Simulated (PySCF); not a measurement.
An excited-state table with gaps

C6H12.
SMILES: `C/C=C\C(C)C`

Computed, not measured: PySCF, TDDFT PBE0/def2-SVPD, vertical, gas phase, core orbitals frozen in the response. Geometry: PBE0-D3(BJ)/def2-SVP, one conformer, isolated molecule. Torsions of this conformer, `[CH3:1]/[CH:2]=[CH:3]\[CH:4]([CH3:5])[CH3:6]`: C2–C3–C4–C5 -119°.

Orbital energies (eV): HOMO-3 -9.62, HOMO-2 -9.33, HOMO-1 -8.84, HOMO -6.94, LUMO 0.62, LUMO+1 0.77, LUMO+2 1.35.

Lowest singlets, with some entries withheld (?).

```json
{"state": "S1", "E (eV)": "6.59", "f": "0.012", "main configurations (H = HOMO, L = LUMO)": "H→L+1 (93%)"}
{"state": "S2", "E (eV)": "7.07", "f": "0.0063", "main configurations (H = HOMO, L = LUMO)": "H→L+3 (56%), H→L+2 (39%)"}
{"state": "S3", "E (eV)": "7.18", "f": "0.493", "main configurations (H = HOMO, L = LUMO)": "H→L (92%)"}
{"state": "S4", "E (eV)": "7.31", "f": "0.011", "main configurations (H = HOMO, L = LUMO)": "H→L+2 (59%), H→L+3 (36%)"}
{"state": "S5", "E (eV)": "7.80", "f": "0.0003", "main configurations (H = HOMO, L = LUMO)": "H-1→L (94%)"}
{"state": "S6", "E (eV)": "?", "f": "0.065", "main configurations (H = HOMO, L = LUMO)": "H→L+4 (93%)"}
{"state": "S7", "E (eV)": "?", "f": "0.019", "main configurations (H = HOMO, L = LUMO)": "H→L+5 (95%)"}
{"state": "S8", "E (eV)": "?", "f": "0.0030", "main configurations (H = HOMO, L = LUMO)": "H→L+6 (94%)"}
{"state": "S9", "E (eV)": "?", "f": "0.0076", "main configurations (H = HOMO, L = LUMO)": "H-2→L (90%)"}
{"state": "S10", "E (eV)": "?", "f": "0.011", "main configurations (H = HOMO, L = LUMO)": "H-1→L+1 (97%)"}
```

Q: What stands in place of each question mark?

A: 
- S6: E = 7.91 eV
- S7: E = 8.24 eV
- S8: E = 8.41 eV
- S9: E = 8.50 eV
- S10: E = 8.52 eV

Q: What is the vertical ionisation energy by ΔSCF at this level?

A: 8.93 eV; −ε(HOMO) is 6.94 eV.

Q: Where do the lowest triplets lie (Tamm–Dancoff)?

A: T1 4.32 eV, H→L (93%); T2 6.48 eV, H→L+1 (88%), H→L+3 (11%); T3 6.98 eV, H→L+3 (53%), H→L+2 (38%); T4 7.26 eV, H→L+2 (59%), H→L+3 (34%). E(S1) − E(T1) = +2.27 eV.

Q: What is the mean static polarisability from the same response equations?

A: 77.1 au (11.43 Å³), with principal values 67.5, 68.1 and 95.8 au.

The run took 60 s of wall time on Arm Neoverse V1, one thread, shared host.
